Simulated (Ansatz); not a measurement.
**C₂H₅N (singlet): the correlation ladder, 6-31G***

Aim: climb from Hartree-Fock through coupled cluster and multireference methods for C₂H₅N (singlet) at one geometry and basis, and see what each rung misses.

Method: 6-31G*, core rule «outside noble gas», up to 3 orbitals frozen; program: Ansatz 0.2.0, Gaussian basis.

The runs, in order: UHF; CCSD(T) on RHF; BCCD(T) on RHF; CISD; CCSDT(Q) on RHF; CASSCF and MRCISD+Q, 8 electrons in 8 orbitals; CASSCF and NEVPT2, 8 electrons in 8 orbitals.

14 further runs of the same task are left out: 1 that didn't finish, 13 set aside as unsound or not needed.

### 1 What is computed

The geometry is an MP2(full)/6-31G* stationary point (not a proven minimum).

8 atoms, charge 0, spin multiplicity 1.

Atoms are counted from 1 here; the program's logs count them from 0.

Bond lengths: C1–N2 1.472 Å, C1–C3 1.479 Å, C1–H5 1.085 Å, C1–H7 1.087 Å, N2–C3 1.472 Å, N2–H4 1.020 Å, C3–H6 1.085 Å, C3–H8 1.087 Å. Angles: N2–C1–C3 59.8°, N2–C1–H5 114.6°, N2–C1–H7 118.9°, C3–C1–H5 119.9°, C3–C1–H7 118.0°, H5–C1–H7 114.7°, C1–N2–C3 60.3°, C1–N2–H4 109.5°, C3–N2–H4 109.5°, C1–C3–N2 59.8°, C1–C3–H6 119.9°, C1–C3–H8 118.0°, N2–C3–H6 114.6°, N2–C3–H8 118.9°, H6–C3–H8 114.7°.

Coordinates:

```mol
C2H5N
  3D, bonds by distance, orders not assigned

  8  8  0  0  0  0  0  0  0  0999 V2000
   -0.0216   -0.4286    0.7394 C   0  0
   -0.0216    0.8440    0.0000 N   0  0
   -0.0216   -0.4286   -0.7394 C   0  0
    0.9199    1.2370    0.0000 H   0  0
   -0.9388   -0.6362    1.2800 H   0  0
   -0.9388   -0.6362   -1.2800 H   0  0
    0.8863   -0.7396    1.2490 H   0  0
    0.8863   -0.7396   -1.2490 H   0  0
  1  2  8  0
  1  3  8  0
  1  5  8  0
  1  7  8  0
  2  3  8  0
  2  4  8  0
  3  6  8  0
  3  8  8  0
M  END
```

### 2 UHF

Contents of in.yaml:

```yaml
crystal:
  periodic: [false, false, false]
  atoms:
    - {symbol: C, position_ang: [-0.021597, -0.428556, 0.739421]}
    - {symbol: N, position_ang: [-0.021597, 0.843959, 0.000000]}
    - {symbol: C, position_ang: [-0.021597, -0.428556, -0.739421]}
    - {symbol: H, position_ang: [0.919905, 1.237009, 0.000000]}
    - {symbol: H, position_ang: [-0.938808, -0.636156, 1.280047]}
    - {symbol: H, position_ang: [-0.938808, -0.636156, -1.280047]}
    - {symbol: H, position_ang: [0.886262, -0.739629, 1.249033]}
    - {symbol: H, position_ang: [0.886262, -0.739629, -1.249033]}
basis:
  gaussian: {orbitals: "6-31G*"}
magnetization: {spin_polarized: true, initial_magnetization: 0}
hamiltonian: {xc: hf}
output: {orbitals: {seedname: orbitals}}
```

Command:

```console
ansatz run in.yaml --threads 1 --pin off --events-out ev --progress --plain --max-ram 4096MiB --backend cpu
```

Further steps of the session: CCSD(T) on RHF; BCCD(T) on RHF; CISD; CCSDT(Q) on RHF; CASSCF and MRCISD+Q, 8 electrons in 8 orbitals; CASSCF and NEVPT2, 8 electrons in 8 orbitals.

Q: Predict the results of all the runs planned. Wanted: RCCSDT(Q) below the RHF energy; RMP2 from RCCSDT(Q); RCCSD from RCCSDT(Q); RCCSD(T) from RCCSDT(Q); NEVPT2 frontier from RCCSDT(Q); T1 diagnostic.

As calculated:

| quantity | value |
| --- | --- |
| RCCSDT(Q) below the RHF energy | -12.7307 eV |
| RMP2 from RCCSDT(Q) | +1222.1 meV |
| RCCSD from RCCSDT(Q) | +411.8 meV |
| RCCSD(T) from RCCSDT(Q) | +40.2 meV |
| NEVPT2 frontier from RCCSDT(Q) | +1412.4 meV |
| levels within 1 kcal/mol (43 meV) | RCCSD(T), BCCD(T), RCCSDT |
| T1 diagnostic | 0.008 |

What this shows: RCCSD(T) misses by +40.2 meV, 0.3 % of the correlation energy. These misses are within one basis, not against nature.
